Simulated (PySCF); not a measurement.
2-chloroacrylonitrile, C₃H₂ClN.
SMILES: `C=C(Cl)C#N`

The closed-shell ground state was solved at several levels (PySCF, density fitting, gas phase, non-relativistic). Isolated species at its PBE0-D3(BJ)/def2-TZVP geometry, gas phase.

| level | basis functions | total energy (Eh) | HOMO (eV) | LUMO (eV) | gap (eV) | dipole (D) |
| --- | --- | --- | --- | --- | --- | --- |
| wB97X-D/pcSseg-2 | 215 | -630.4422 | -10.15 | -0.26 | 9.89 | 3.61 |
| PBE0/pcSseg-2 | 215 | -630.1530 | -8.34 | -2.05 | 6.29 | 3.58 |
| B97-2/pcSseg-2 | 215 | -630.4801 | -8.09 | -2.09 | 6.00 | 3.56 |

Problem. What might KT3/pcSseg-2 (215 basis functions) give for the same quantities?

Solution. Total energy -636.3091 Eh, HOMO -7.21 eV, LUMO -2.91 eV, gap 4.30 eV, dipole 3.42 D.

Problem. Over all these levels, which gives the widest orbital gap and which the narrowest?

Solution. wB97X-D/pcSseg-2 (range-separated hybrid) has the widest, 9.89 eV, and KT3/pcSseg-2 (GGA) the narrowest, 4.30 eV. From the narrowest to the widest the HOMO moves by -2.94 eV and the LUMO by +2.65 eV.

Problem. In the pcSseg-2 basis, how does the gap go with the fixed share of exact exchange?

Solution. KT3 (0 %) 4.30 eV; B97-2 (21 %) 6.00 eV; PBE0 (25 %) 6.29 eV. Each rise in the share widens the gap here.

Problem. How far do the dipole and the HOMO energy spread over the levels?

Solution. The dipole runs from 3.42 to 3.61 D (mean 3.54 D) and the HOMO from -10.15 to -7.21 eV.

wB97X-D is run here without its empirical dispersion term; that term would change no orbital, density or response property at a fixed geometry.
